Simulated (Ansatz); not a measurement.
**H2S (triplet): from Hartree-Fock to the top rungs at distance H1–H2 along a hydrogen transfer = 1.101 Å, 6-31G**

How much of the correlation energy of H2S (triplet) does each wave-function method recover here?

The runs use Ansatz 0.2.0, Gaussian basis; 6-31G, core rule «outside noble gas», up to 5 orbitals frozen.

To be run: UHF; CCSD(T) on ROHF; CCSD(T) on UHF; BCCD(T) on ROHF; CISD; CCSDT(Q) on ROHF; CCSDT(Q) on UHF; CISDTQ; CCSDTQ on ROHF; CCSDTQ on UHF; CASSCF and MRCISD+Q, 4 electrons in 4 orbitals; CASSCF and NEVPT2, 4 electrons in 4 orbitals; CASSCF and MRCISD+Q, 8 electrons in 6 orbitals; CASSCF and NEVPT2, 8 electrons in 6 orbitals; Full CI.

3 further runs of the same task are left out: 3 that didn't finish.

## (1) The geometry

The geometry derives from fragments relaxed apart (PBE0/def2-TZVP) and kept rigid, so it is no stationary point. A hydrogen atom is moved between rigid fragments.

3 atoms, charge 0, spin multiplicity 3.

Atoms are counted from 1 here; the program's logs count them from 0.

Bond lengths: H2–S3 1.647 Å.

As a file:

```xyz
3
H2S
H     0.0000    0.0000   -1.2830
H     0.0000    0.0000   -0.1820
S     0.0000    0.0000    1.4650
```

## (2) UHF

The input, in.yaml:

```yaml
crystal:
  periodic: [false, false, false]
  atoms:
    - {symbol: H, position_ang: [0.000000, 0.000000, -1.283000]}
    - {symbol: H, position_ang: [0.000000, 0.000000, -0.182000]}
    - {symbol: S, position_ang: [0.000000, 0.000000, 1.465000]}
basis:
  gaussian: {orbitals: 6-31G}
magnetization: {spin_polarized: true, initial_magnetization: 2}
hamiltonian: {xc: hf}
output: {orbitals: {seedname: orbitals}}
```

Run with:

```bash
$ ansatz run in.yaml --threads 1 --pin off --events-out ev --progress --plain --max-ram 2393MiB
```

The runs that follow: CCSD(T) on ROHF; CCSD(T) on UHF; BCCD(T) on ROHF; CISD; CCSDT(Q) on ROHF; CCSDT(Q) on UHF; CISDTQ; CCSDTQ on ROHF; CCSDTQ on UHF; CASSCF and MRCISD+Q, 4 electrons in 4 orbitals; CASSCF and NEVPT2, 4 electrons in 4 orbitals; CASSCF and MRCISD+Q, 8 electrons in 6 orbitals; CASSCF and NEVPT2, 8 electrons in 6 orbitals; Full CI.

**Question.** What will the summary of the whole plan be? Wanted: FCI below the RHF energy; RMP2 from FCI; UMP2 from FCI; RCCSD from FCI; RCCSD(T) from FCI; UCCSD(T) from FCI; RCCSDT(Q) from FCI; UCCSDT(Q) from FCI; NEVPT2 pair from FCI.

As calculated:

| quantity | value |
| --- | --- |
| FCI below the RHF energy | -1.9417 eV |
| RMP2 from FCI | +50.9 kJ/mol |
| UMP2 from FCI | +48.0 kJ/mol |
| RCCSD from FCI | +2.3 kJ/mol |
| RCCSD(T) from FCI | +0.6 kJ/mol |
| UCCSD(T) from FCI | +0.6 kJ/mol |
| RCCSDT(Q) from FCI | 0.0 kJ/mol |
| UCCSDT(Q) from FCI | 0.0 kJ/mol |
| NEVPT2 pair from FCI | +19.8 kJ/mol |
| MRCISD+Q pair from FCI | +1.0 kJ/mol |
| NEVPT2 valence from FCI | +24.8 kJ/mol |
| levels within 1 kcal/mol (43 meV) | RCCSD, UCCSD, RCCSD(T), UCCSD(T), BCCD(T), RCCSDT, UCCSDT, CISDTQ, RCCSDT(Q), UCCSDT(Q), RCCSDTQ, UCCSDTQ, MRCISD pair, MRCISD+Q pair, MRCISD valence, MRCISD+Q valence |
| T1 diagnostic | 0.031 |
| effectively unpaired electrons | 2.03 |

What this shows: RCCSD(T) misses by +0.6 kJ/mol, 0.3 % of the correlation energy. One determinant dominates. Of the multireference levels listed MRCISD+Q valence comes nearest in total energy (+0.9 kJ/mol), which doesn't show that its space is the better one. These misses are within one basis, not against nature; the frozen cores of restricted and unrestricted runs differ, which can shift their rows.
